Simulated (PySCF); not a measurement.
## Si₂⁺: frontier orbitals

PBEsol at R = 2.279 Å; basis Si def2-TZVPPD; no relativity; PySCF 2.14. State: ⁴Σg⁻ (quartet), unpaired electrons σ ↑, π ↑↑. Only the outer orbitals are listed.

```
spin  orbital  occ.  ε (eV)  main shells (%)
   α       σg     1  -20.10       87 s, 11 p
   α       σu     1  -16.13             95 s
   α       σg     1  -12.24       86 p, 14 s
   α       πu     1  -12.06             95 p
   α       πu     1  -12.06             95 p
   α       πg     0   -9.24             98 p
   α       πg     0   -9.24             98 p
   α       σu     0   -5.96  62 p, 29 d, 9 s
   β       σg     1  -18.46       88 s, 10 p
   β       σu     1  -14.67             93 s
   β       σg     0  -10.70       86 p, 13 s
   β       πu     0  -10.45             96 p
   β       πu     0  -10.45             96 p
```

Task: Which are the highest filled and the lowest empty level, where do they sit, and how wide is the gap?

Result: Highest filled α πu at -12.06 eV (in %: 95 p); lowest empty β σg at -10.70 eV (in %: 86 p, 13 s); the gap at PBEsol is 1.36 eV.

| Item | Value |
| --- | --- |
| bond order (Mayer) | 1.72 |
| ⟨S²⟩ | 3.750 |

The state is the lowest determinant that a PBE0 search found; another state may lie lower at other levels.
